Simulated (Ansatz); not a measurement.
## Rhodium, fcc: convergence with the k-point mesh

Computed with Ansatz, PBE, scalar-relativistic PAW, on the relaxed cell (a = 3.832 Å; spin not included). Errors count from a run at 420 eV on a Γ-centred 23×23×23 mesh with Fermi-Dirac smearing of 0.1 eV, extrapolated to zero width. Fixed here: cutoff 420 eV, Fermi-Dirac width 0.1 eV. The SCF starts from atomic densities corrected by a trained network.

```
  k-mesh  E(σ→0) error (meV/atom)  P (GPa)  SCF iterations
   2×2×2                   3623.4    55.50               6
   4×4×4                   -423.4    -6.88               6
   5×5×5                    139.5     2.68               6
   7×7×7                    -58.3    -1.16               6
   9×9×9                      8.3     0.06               6
11×11×11                      6.7     0.26               6
15×15×15                     -0.5    -0.07               6
20×20×20                     -0.5    -0.04               6
```

Within 5 meV/atom of the last row: from 15×15×15 on.
